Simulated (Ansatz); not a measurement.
The cluster B2P⁺, relaxed as a singlet with RKS r2SCAN-D4/def2-TZVP in Ansatz, starting from the GFN1-xTB geometry. Force threshold 0.02 eV/Å.

The structure comes from a short search, and lower isomers may exist.

Start:

| atom | x (Å) | y (Å) | z (Å) |
| --- | --- | --- | --- |
| B1 | 0.536 | -0.606 | -0.478 |
| B2 | 0.292 | -0.115 | 0.886 |
| P3 | -0.828 | 0.721 | -0.408 |

```csv
step,energy (eV),largest force component (eV/Å),SCF passes
1,-10626.1534,2.592,28
2,-10626.2984,1.311,31
3,-10626.3353,0.101,32
4,-10626.3356,0.003,35
```

Force components are those of the run's own axes.

End:

```xyz
3

B     0.5131   -0.5896   -0.5081
B     0.2625   -0.0863    0.8903
P    -0.7757    0.6759   -0.3822
```

By distances, no bond broke or formed. The bond that changes most is B1–P3, from 1.90 to 1.81 Å (atoms count from 1).

No frequencies were taken in this run, so the end may be a saddle point.

Hardware: 4 threads of Arm Neoverse V2 on a shared host. Wall time 3.7 s.
